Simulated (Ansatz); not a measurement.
## Phonon frequency of some elemental solids other than molecular ones

Method: PBE (plane waves, PAW; Ansatz, an electronic-structure program). References are measured values at room or unstated temperature, uncorrected, so that the deviations hold thermal and zero-point effects besides the level's error. The table is a random draw of 8 from 22 values with such references.

Values in cm⁻¹.

```json
[
 {"solid": "diamond (L TA)", "reference": "550 (547–564)", "PBE": "546", "deviation (%)": "-0.7"},
 {"solid": "fcc Au (X L)", "reference": "154", "PBE": "134", "deviation (%)": "-13.0"},
 {"solid": "fcc Au (X T)", "reference": "92", "PBE": "77", "deviation (%)": "-16.3"},
 {"solid": "diamond-structure Si (L LA)", "reference": "378", "PBE": "370", "deviation (%)": "-2.1"},
 {"solid": "diamond-structure Si (L LO)", "reference": "420", "PBE": "399", "deviation (%)": "-5.0"},
 {"solid": "fcc Cu (X L)", "reference": "240", "PBE": "238", "deviation (%)": "-0.8"},
 {"solid": "fcc Cu (X T)", "reference": "169", "PBE": "168", "deviation (%)": "-0.6"},
 {"solid": "fcc Cu (L T)", "reference": "114", "PBE": "113", "deviation (%)": "-0.9"}
]
```

Over these 8 values the mean deviation is -4.9 %, the mean absolute deviation 4.9 % (median 1.5 %), and the worst case fcc Au (X T) at -16.3 %; the value is below the reference in 8 of 8 cases. Over all 22 the mean deviation is -4.8 % and the mean absolute deviation 5.0 % (median 2.6 %).

Spin–orbit coupling is left out, also for the solids with elements from indium on (fcc Au); its size isn't shown.

Brackets give the range of our sources, which can hold other temperatures.

Differences are worked out from the printed values.

Each level is taken at its own relaxed cell. Ansatz's density-functional and Hartree–Fock values are scalar-relativistic unless marked +SOC, with PAW data made under PBE.

Ansatz's runs of these crystals have no spin polarisation.

Not in this set, of the elemental solids other than molecular ones with a reference value in our tables and a result at some level: 8 for a run that failed a test (PBE) (fcc Al, fcc Al, fcc Al, fcc Al, fcc Pb and 3 more); 5 for a doubt noted on the run at PBE (diamond-structure Ge, diamond-structure Ge, diamond-structure Ge, diamond-structure Ge, diamond-structure Ge); 4 for a reference of another kind, counted apart (fcc Pt, fcc Pt, fcc Pt, fcc Pt). These can be a level's worst cases. Values held back for tests aren't counted. Layered and molecular crystals are counted apart. The metals Ce to Yb are counted apart.

References as tabulated in Greeff and Graf (2004), arXiv:cond-mat/0311614; He et al. (2014), arXiv:1309.4805; arXiv:cond-mat/0412643; Giannozzi et al., Phys. Rev. B (1991) and others.
